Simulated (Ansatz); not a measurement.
Born–Oppenheimer molecular dynamics of C₂H₅O (8 atoms, charge 0, multiplicity 2). It starts from a rough guess of a transition structure, not a stationary point.

These are results of UKS revPBE/def2-SVP (Ansatz 0.2.0), not measurements.

| Quantity | Value |
| --- | --- |
| ensemble | NVE (velocity Verlet) |
| time step | 0.5 fs |
| steps asked | 150 |
| starting velocities drawn for | 100 K |
| seed | 323093 |

First frame:

```xyz
8
Properties=species:S:1:pos:R:3
C -0.583 -0.395 -0.902
O 0.101 -1.328 -1.286
C 0.560 0.382 0.868
H -0.532 0.596 -1.379
H -1.472 -0.551 -0.270
H -0.227 0.900 1.381
H 1.283 0.965 0.337
H 0.871 -0.569 1.252
```

Problem. How far do the bonds stretch over the last three quarters of this one trajectory? (Pairs bonded in most of those frames.)

Solution. 
| bond | mean (Å) | spread (Å) | shortest | longest |
| --- | --- | --- | --- | --- |
| C1–O2 | 1.225 | 0.014 | 1.20 | 1.25 |
| C1–H4 | 1.132 | 0.030 | 1.09 | 1.18 |
| C1–H5 | 1.133 | 0.025 | 1.10 | 1.17 |
| C3–H6 | 1.102 | 0.020 | 1.07 | 1.13 |
| C3–H7 | 1.100 | 0.018 | 1.07 | 1.13 |
| C3–H8 | 1.101 | 0.025 | 1.06 | 1.14 |

Mean temperature of the second half: 161 K. The conserved energy stayed within 0.15 meV per atom of its start (net change -0.12 meV per atom), so the integration is sound. The system heated up, since it started high on the potential surface and ran downhill. A run of 0.075 ps of so small a system gives no equilibrium averages.

Run time: 4.6 min on 1 thread of Arm Neoverse V2, on a shared host, peak memory 0.13 GiB.
